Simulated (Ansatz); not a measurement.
# Nudged elastic band run: H3Si2, charge -1

input.yaml

```yaml
crystal:
  periodic: [false, false, false]
  atoms:
    - { symbol: Si, position_ang: [-1.438937, 0.867973, -0.065561] }
    - { symbol: Si, position_ang: [0.57881, 0.053222, 0.164085] }
    - { symbol: H, position_ang: [-1.99287, -0.430642, -0.652496] }
    - { symbol: H, position_ang: [1.113224, -1.303181, -0.166142] }
    - { symbol: H, position_ang: [1.739773, 0.812628, 0.720114] }
total_charge: -1
basis:
  gaussian: { orbitals: def2-TZVP }
hamiltonian:
  xc: hf
neb:
  order_check: false
  images: 9
  f_tol: 0.03
  max_iterations: 60
  optimiser: lbfgs
  climbing: immediate
  final_atoms:
    - { symbol: Si, position_ang: [-1.21295947, 1.65946888, -0.98494229] }
    - { symbol: Si, position_ang: [0.10245812, -0.02637245, 0.0125998] }
    - { symbol: H, position_ang: [-0.90714453, -0.95820389, 0.62773914] }
    - { symbol: H, position_ang: [0.97285217, -0.94523731, -0.80742276] }
    - { symbol: H, position_ang: [1.0447937, 0.27034477, 1.15202611] }
  initial_path:
    images:
      - { positions_ang: [[-1.438937, 0.867973, -0.065561], [0.57881, 0.053222, 0.164085], [-1.99287, -0.430642, -0.652496], [1.113224, -1.303181, -0.166142], [1.739773, 0.812628, 0.720114]] }
      - { positions_ang: [[-1.3595133, 0.86955202, -0.21578535], [0.50972183, 0.03153945, 0.14159447], [-1.88217638, -0.41429796, -0.4572789], [1.11550528, -1.23178346, -0.24131293], [1.61646257, 0.74498994, 0.7727827]] }
      - { positions_ang: [[-1.28008961, 0.87113103, -0.3660097], [0.44063366, 0.0098569, 0.11910395], [-1.77148276, -0.39795391, -0.2620618], [1.11778657, -1.16038591, -0.31648385], [1.49315214, 0.67735189, 0.8254514]] }
      - { positions_ang: [[-1.20066591, 0.87271005, -0.51623405], [0.37154549, -0.01182565, 0.09661342], [-1.66078914, -0.38160987, -0.0668447], [1.12006785, -1.08898837, -0.39165478], [1.36984171, 0.60971383, 0.87812011]] }
      - { positions_ang: [[-1.12124222, 0.87428907, -0.6664584], [0.30245733, -0.0335082, 0.0741229], [-1.55009552, -0.36526582, 0.12837239], [1.12234913, -1.01759083, -0.4668257], [1.24653128, 0.54207578, 0.93078881]] }
      - { positions_ang: [[-1.04181852, 0.87586809, -0.81668275], [0.23336916, -0.05519075, 0.05163237], [-1.4394019, -0.34892178, 0.32358949], [1.12463042, -0.94619328, -0.54199663], [1.12322085, 0.47443772, 0.98345751]] }
      - { positions_ang: [[-1.07604671, 1.03258825, -0.85033466], [0.20718695, -0.04942709, 0.04382586], [-1.33295042, -0.4707782, 0.38441942], [1.09427477, -0.94600209, -0.59508185], [1.10753542, 0.43361913, 1.01717123]] }
      - { positions_ang: [[-1.1102749, 1.1893084, -0.88398657], [0.18100474, -0.04366343, 0.03601934], [-1.22649895, -0.59263462, 0.44524935], [1.06391912, -0.94581089, -0.64816708], [1.09184999, 0.39280054, 1.05088495]] }
      - { positions_ang: [[-1.14450309, 1.34602856, -0.91763847], [0.15482254, -0.03789977, 0.02821283], [-1.12004747, -0.71449104, 0.50607928], [1.03356347, -0.9456197, -0.70125231], [1.07616456, 0.35198195, 1.08459867]] }
      - { positions_ang: [[-1.17873128, 1.50274872, -0.95129038], [0.12864033, -0.03213611, 0.02040631], [-1.013596, -0.83634746, 0.56690921], [1.00320782, -0.9454285, -0.75433753], [1.06047913, 0.31116336, 1.11831239]] }
      - { positions_ang: [[-1.21295947, 1.65946888, -0.98494229], [0.10245812, -0.02637245, 0.0125998], [-0.90714453, -0.95820389, 0.62773914], [0.97285217, -0.94523731, -0.80742276], [1.0447937, 0.27034477, 1.15202611]] }
```

Command:

```bash
$ ansatz run input.yaml --threads 1 --pin off --max-ram 2048MiB --backend cpu --events-out ev --progress --plain --runs-dir out
```

Output, in part (warnings, iteration lines, the closing report on the highest movable image, with atoms numbered from 0):

```
NEB end point (image 0): max|allowed force component| = 6.699e-3 eV/Å (the criterion of neb.relax_end_points is 1.000e-2)
NEB end point (image 10): max|allowed force component| = 6.965e-4 eV/Å (the criterion of neb.relax_end_points is 1.000e-2)
NEB iter   1: max|band force component| = 1.109e1 eV/Å  barrier→ = 4.5686 eV  barrier← = 3.6577 eV  CI = image 5  Δτ_max = 0.2000 Å  (623 SCF iters)
NEB iter   2: max|band force component| = 3.462e0 eV/Å  barrier→ = 2.7498 eV  barrier← = 1.8390 eV  CI = image 5  Δτ_max = 0.0793 Å  (376 SCF iters)
NEB iter   3: max|band force component| = 2.097e0 eV/Å  barrier→ = 2.1424 eV  barrier← = 1.2315 eV  CI = image 5  Δτ_max = 0.1390 Å  (358 SCF iters)
NEB iter   4: max|band force component| = 1.310e0 eV/Å  barrier→ = 1.7804 eV  barrier← = 0.8696 eV  CI = image 4  Δτ_max = 0.0301 Å  (363 SCF iters)
NEB iter   5: max|band force component| = 9.882e-1 eV/Å  barrier→ = 1.7190 eV  barrier← = 0.8081 eV  CI = image 4  Δτ_max = 0.1253 Å  (347 SCF iters)
NEB iter   6: max|band force component| = 1.532e0 eV/Å  barrier→ = 1.4869 eV  barrier← = 0.5761 eV  CI = image 4  Δτ_max = 0.0277 Å  (357 SCF iters)
NEB iter   7: max|band force component| = 6.937e-1 eV/Å  barrier→ = 1.4466 eV  barrier← = 0.5358 eV  CI = image 4  Δτ_max = 0.0346 Å  (339 SCF iters)
NEB iter   8: max|band force component| = 6.290e-1 eV/Å  barrier→ = 1.4107 eV  barrier← = 0.4999 eV  CI = image 4  Δτ_max = 0.0612 Å  (341 SCF iters)
NEB iter   9: max|band force component| = 6.433e-1 eV/Å  barrier→ = 1.3753 eV  barrier← = 0.4645 eV  CI = image 4  Δτ_max = 0.0142 Å  (349 SCF iters)
NEB iter  10: max|band force component| = 5.311e-1 eV/Å  barrier→ = 1.3667 eV  barrier← = 0.4558 eV  CI = image 4  Δτ_max = 0.0374 Å  (344 SCF iters)
NEB iter  11: max|band force component| = 4.278e-1 eV/Å  barrier→ = 1.3574 eV  barrier← = 0.4466 eV  CI = image 4  Δτ_max = 0.0442 Å  (344 SCF iters)
NEB iter  12: max|band force component| = 5.002e-1 eV/Å  barrier→ = 1.3527 eV  barrier← = 0.4419 eV  CI = image 4  Δτ_max = 0.0095 Å  (345 SCF iters)
NEB iter  13: max|band force component| = 3.266e-1 eV/Å  barrier→ = 1.3499 eV  barrier← = 0.4390 eV  CI = image 4  Δτ_max = 0.0212 Å  (338 SCF iters)
NEB iter  14: max|band force component| = 3.028e-1 eV/Å  barrier→ = 1.3490 eV  barrier← = 0.4381 eV  CI = image 4  Δτ_max = 0.0283 Å  (340 SCF iters)
NEB iter  15: max|band force component| = 2.411e-1 eV/Å  barrier→ = 1.3489 eV  barrier← = 0.4381 eV  CI = image 4  Δτ_max = 0.0660 Å  (343 SCF iters)
NEB iter  16: max|band force component| = 3.506e-1 eV/Å  barrier→ = 1.3491 eV  barrier← = 0.4383 eV  CI = image 4  Δτ_max = 0.0063 Å  (346 SCF iters)
NEB iter  17: max|band force component| = 1.334e-1 eV/Å  barrier→ = 1.3480 eV  barrier← = 0.4372 eV  CI = image 4  Δτ_max = 0.0054 Å  (343 SCF iters)
NEB iter  18: max|band force component| = 8.623e-2 eV/Å  barrier→ = 1.3478 eV  barrier← = 0.4369 eV  CI = image 4  Δτ_max = 0.0046 Å  (346 SCF iters)
NEB iter  19: max|band force component| = 7.104e-2 eV/Å  barrier→ = 1.3477 eV  barrier← = 0.4369 eV  CI = image 4  Δτ_max = 0.0159 Å  (346 SCF iters)
NEB iter  20: max|band force component| = 7.489e-2 eV/Å  barrier→ = 1.3478 eV  barrier← = 0.4369 eV  CI = image 4  Δτ_max = 0.0014 Å  (350 SCF iters)
NEB iter  21: max|band force component| = 3.217e-2 eV/Å  barrier→ = 1.3477 eV  barrier← = 0.4369 eV  CI = image 4  Δτ_max = 0.0016 Å  (341 SCF iters)
NEB iter  22: max|band force component| = 1.510e-2 eV/Å  barrier→ = 1.3477 eV  barrier← = 0.4369 eV  CI = image 4  Δτ_max = 0.0000 Å  (1045 SCF iters)
Total energy: -15769.45531977 eV, -579.5167940809 hartree
Atom 0 at    -1.477212     1.060752    -0.749834 Å, force    -0.000365     0.002012    -0.002015 eV/Å
Atom 1 at     0.376625     0.126257    -0.056799 Å, force    -0.010818     0.001991    -0.001676 eV/Å
Atom 2 at    -1.159492    -0.463955     0.086597 Å, force     0.003515    -0.000033     0.001372 eV/Å
Atom 3 at     0.970831    -1.224983    -0.371605 Å, force     0.003547    -0.005156    -0.001974 eV/Å
Atom 4 at     1.289248     0.501930     1.091640 Å, force     0.004122     0.001187     0.004292 eV/Å
Dipole moment:     0.498434    -0.176628     0.167655 e Å
```

The run converged. Another band between the same ends (9 images) ends at a top of the same energy, where a vibrational analysis finds 1 clearly imaginary mode. The orbitals stay closed-shell, which can raise the energy where a bond breaks towards radicals; this wasn't checked here. Limits of this set-up: an anion without diffuse functions, the dipole of an ion depends on the origin.

Final band (atoms are numbered from 1 in the order of the input):

```csv
image,path coordinate (Å),energy (eV),Si1–H3 (Å),Si2–H3 (Å)
0,0.00,0.00,1.53,2.74
1,0.40,0.11,1.53,2.48
2,0.80,0.51,1.53,2.18
3,1.21,1.08,1.59,1.89
4,1.61,1.35,1.77,1.65
5,1.82,1.30,1.91,1.59
6,2.02,1.22,2.11,1.55
7,2.23,1.12,2.35,1.53
8,2.44,1.02,2.61,1.51
9,2.66,0.94,2.85,1.51
10,2.87,0.91,3.09,1.51
```

Run time: 2.1 min on 1 thread of Intel(R) Xeon(R) Platinum 8488C (Sapphire Rapids), on a shared host, peak memory 0.19 GiB.
